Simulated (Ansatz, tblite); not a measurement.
Removing an electron: BH2(SMe) (CH5BS). Charge 0, multiplicity 1. Geometry: PBE0-D4/def2-TZVP. Ansatz, gas phase; energy differences of separate SCF runs; the oxidised species was run as a doublet alone.

```xyz
8

B    -0.582    0.463    1.401
H     0.475    0.068    1.792
H    -1.408    0.927    2.125
S    -1.005    0.391   -0.295
C     0.419   -0.352   -1.126
H     1.219   -0.526   -0.409
H     0.764    0.324   -1.909
H     0.117   -1.295   -1.580
```

The xTB rows come from tblite. Correlated methods freeze 7 core orbitals.

```tsv
level	−HOMO (eV)	vertical IE (eV)	−LUMO (eV)	HOMO–LUMO gap (eV)
GFN1-xTB	11.66	15.40	6.74	4.92
GFN2-xTB	10.67	14.08	6.63	4.04
HF/def2-TZVPP	–	8.91	–	–
PBE-D4/def2-TZVP	6.74	10.11	1.98	4.76
r2SCAN-D4/def2-TZVP	6.95	10.08	1.66	5.28
PBE0-D4/def2-TZVP	7.85	10.11	1.04	6.80
MP2/def2-TZVPP	–	10.23	–	–
CCSD/def2-TZVPP	–	10.05	–	–
CCSD(T)/def2-TZVPP	–	10.15	–	–
```

 Raw xTB energy differences between charge states are shifted by several eV; the methods need an empirical correction for them.
